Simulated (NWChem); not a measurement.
hydrogen isocyanide (CHN); SMILES [NH+]#[C-]

```xyz
3

C      0.0000     0.0000     0.7553
N      0.0000     0.0000    -0.4288
H      0.0000     0.0000    -1.4413
```
Atoms are numbered in this order, from 1.

Results from NWChem. The geometry was optimised at PBE-D3(BJ)/def2-SVP. Hartree-Fock couplings suffer from near triplet instabilities. Isotropic indirect couplings, all four terms, static geometry, non-relativistic.

Task: Predict the results for Hartree-Fock/pcJ-1. Quantities: J(13C atom 1, 14N atom 2) (Hz); J(13C atom 1, 1H atom 3) (Hz); J(14N atom 2, 1H atom 3) (Hz).

Result: 
| Quantity | Result |
|---|---|
| J(13C atom 1, 14N atom 2) (Hz) | 23.0 |
| J(13C atom 1, 1H atom 3) (Hz) | 19.6 |
| J(14N atom 2, 1H atom 3) (Hz) | 115.9 |
